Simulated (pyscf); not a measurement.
Thermochemistry of product channels of `[C]#[N]` [doublet] + `[CH3][CH3]` on the doublet surface, in kcal/mol, from ωB97M-D3(BJ)/def2-TZVP energies (ideal gas, 1 atm, RRHO with modes under 100 cm⁻¹ raised to 100, one conformer, R ln 2 for rigid chiral ones). PySCF, gas phase, ωB97X-D3(BJ)/def2-SVP geometries.

```tsv
products	ΔE	ΔH(298 K)	ΔG(900 K)	ΔG(1200 K)
`[CH3][C]([CH3])=[N]` [doublet]	___	-54.7	-26.4	-17.5
`[CH3][CH2][CH]=[N]` [doublet]	-51.2	-49.6	-21.9	___
```

**Question.** Fill in the missing entries.

**Answer.** 
- `[CH3][C]([CH3])=[N]` [doublet], ΔE: -56.3
- `[CH3][CH2][CH]=[N]` [doublet], ΔG(1200 K): -13.1

These are energies of the channels, which say nothing of barriers.
